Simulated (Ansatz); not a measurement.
Two isomers of C4H10O: A = `CCC(C)O`, B = `COC(C)C`.

Computed with Ansatz on PBE0-D4/def2-TZVP structures; ΔE is electronic, products minus reactants. CBS: MP2 limit from def2 TZ/QZ plus the TZ coupled-cluster correction, frozen cores. DFT in def2-TZVPP. B3LYP here is the variant with VWN-RPA as its local correlation; programs differ in this. Each species was taken in one conformer, which may not be the lowest.

**Question.** Which is lower in electronic energy at CCSD(T)/CBS, and by how much? (Best estimate.)

**Answer.** Computed: A, by 44.4 kJ/mol.

**Question.** Give E(B) − E(A) in kJ/mol with CCSD(T)/def2-TZVPP, PBE0-D4, MP2/def2-TZVPP, HF/def2-TZVPP, ωB97M-V, B3LYP, LDA (SPW92). (An estimate is asked.)

**Answer.** Ansatz gave: CCSD(T)/def2-TZVPP 42.2, PBE0-D4 42.1, MP2/def2-TZVPP 45.6, HF/def2-TZVPP 34.9, ωB97M-V 41.6, B3LYP 36.1, LDA (SPW92) 41.5. None reverses the order clearly.

**Question.** Does the order hold for the free energy at 298.15 K (harmonic terms from PBE0-D4)? (An estimate is asked.)

**Answer.** Computed: Yes: G(B) − G(A) = +42.4 kJ/mol, for one conformer each.

Largest T1 diagnostic: 0.010.

From BLYP to BHLYP (50 % exact exchange), in def2-TZVPP and without D4, E(B) − E(A) moves by +3.7 kJ/mol. In def2-TZVPP, CCSD(T) changes the Hartree–Fock value by +7.3 kJ/mol (the triples alone add −0.0 kJ/mol) and MP2 by +10.8 kJ/mol.
